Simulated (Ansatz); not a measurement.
Calculated with Ansatz (gas phase, PBE0-D4/def2-TZVP geometries, no zero-point term in ΔE). CCSD(T)/CBS adds triple-zeta CCSD(T) − MP2 to the extrapolated MP2 energy (def2 sets, frozen cores). This one scheme is used for every species. Functionals use def2-TZVPP. Each species was taken in one conformer, which may not be the lowest.

Consider the formal hydrolysis of a B–F bond: `FBS` + H₂O → `OBS` + H–F.

(1) Is it downhill or uphill in electronic energy at CCSD(T)/CBS, and by how much? (An estimate is asked.)

(2) What do these levels give: BLYP-D4, r2SCAN-D4, B97M-V, PBE0-D4, ωB97M-V, B2PLYP, PBE-QIDH, BHLYP, MP2/def2-TZVPP, MP2/def2-QZVPP, MP2/CBS(def2), CCSD/CBS(def2)? (Best estimate.)

Largest T1 diagnostic among the species: 0.014.

## Answers

(1) Ansatz gave: Uphill: ΔE = +7.7 kJ/mol.

(2) Ansatz gave: BLYP-D4 10.6, r2SCAN-D4 10.1, B97M-V 13.2, PBE0-D4 6.8, ωB97M-V 9.9, B2PLYP 10.5, PBE-QIDH 6.7, BHLYP 12.8, MP2/def2-TZVPP 5.6, MP2/def2-QZVPP 5.6, MP2/CBS(def2) 5.2, CCSD/CBS(def2) 8.8 kJ/mol.

Leaving LDA and LC-ωPBE aside and taking each functional with its dispersion term where it has one, the values, not all of them listed here, spread over 7.1 kJ/mol, from revPBE-D4 to B97M-V. LDA lies −4.7 kJ/mol from PBE without D4. In def2-TZVPP, CCSD(T) changes the Hartree–Fock value by −8.1 kJ/mol (the triples alone add −1.1 kJ/mol) and MP2 by −10.5 kJ/mol.
